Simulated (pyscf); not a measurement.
## Four-centre exchange: `[Cl][Ta]([Cl])([Cl])([Cl])[Cl]` + `[SiH4]` → `[SiH3][Cl]` + `[Cl][TaH]([Cl])([Cl])[Cl]`

Gas phase, singlet surface, charge 0. Bonds broken: Cl1–Ta2, Si7–H8. Bonds formed: Cl1–Si7, Ta2–H8. Single points on ωB97X-D3(BJ)/def2-SVP structures (PySCF, gas phase).

Transition state (Å):

```xyz
11

Cl    -1.3687     0.6107     1.9673
Ta    -1.6126    -0.7726    -0.1486
Cl    -1.5322    -1.9170    -2.1132
Cl    -3.5563    -1.4596     0.8266
Cl    -0.0948    -2.2351     0.8270
Cl    -2.2983     1.1546    -1.2044
Si     0.8106     0.9599     1.0823
H     -0.0827     0.2247    -0.1721
H      1.2364     1.0191     2.5076
H      1.9171     0.2070     0.4198
H      0.6091     2.3087     0.5042
```

One imaginary mode, 275i cm⁻¹; descent along it reached the two sides named, in the forms told below.

```json
[
 {"bond": "Cl1–Ta2", "change": "breaks", "reactant side (Å)": "2.331", "saddle": "2.540", "product side": "2.8"},
 {"bond": "Si7–H8", "change": "breaks", "reactant side (Å)": "1.509", "saddle": "1.707", "product side": "2.556"},
 {"bond": "Cl1–Si7", "change": "forms", "reactant side (Å)": "3.3", "saddle": "2.378", "product side": "2.115"},
 {"bond": "Ta2–H8", "change": "forms", "reactant side (Å)": "2.135", "saddle": "1.826", "product side": "1.736"}
]
```

Electronic energies relative to the separated reactants (eV):

```csv
level,barrier,reaction energy,reverse barrier
ωB97X-D3(BJ)/def2-TZVP,0.55,+0.43,0.12
PBE/def2-TZVP,0.84,+0.40,0.44
r²SCAN/def2-TZVP,0.78,+0.42,0.36
B3LYP-D3(BJ)/def2-TZVP,0.78,+0.40,0.38
PBE0-D3(BJ)/def2-TZVP,0.66,+0.37,0.30
M06-2X/def2-TZVP,0.75,+0.26,0.49
ωB97M-D3(BJ)/def2-TZVP,0.76,+0.27,0.50
HF/def2-TZVP,1.49,+0.14,1.35
```

With ωB97M-D3(BJ)/def2-TZVP energies and thermal terms (ideal gas, 1 atm, RRHO with modes under 100 cm⁻¹ raised to 100, one conformer, R ln 2 for chiral ones without a mode under 150 cm⁻¹), in eV:

| T (K) | ΔH‡ | ΔG‡ | ΔH | ΔG |
|---|---|---|---|---|
| 298 | 0.81 | 1.25 | +0.29 | +0.19 |
| 600 | 0.82 | 1.69 | +0.27 | +0.10 |
| 900 | 0.84 | 2.13 | +0.27 | +0.02 |
| 1200 | 0.87 | 2.55 | +0.27 | -0.07 |

On the reactant side the descent ends in an adduct with a H–Ta contact, 0.30 eV under the separated species and 0.85 eV under the saddle at ωB97X-D3(BJ)/def2-TZVP. On the product side the descent ends in an adduct with a Cl–Ta contact, 0.39 eV under the separated species and 0.51 eV under the saddle at ωB97X-D3(BJ)/def2-TZVP. What is counted as formed (H–Ta) is already present as a longer contact in the reactant adduct; forming that adduct is a step of its own. What is counted as broken (Cl–Ta) persists as a longer contact in the product adduct; parting that adduct is a step of its own. This is the saddle that the search found; another between the same sides may lie lower. Elements past Kr carry the def2 core potentials, without spin-orbit coupling.
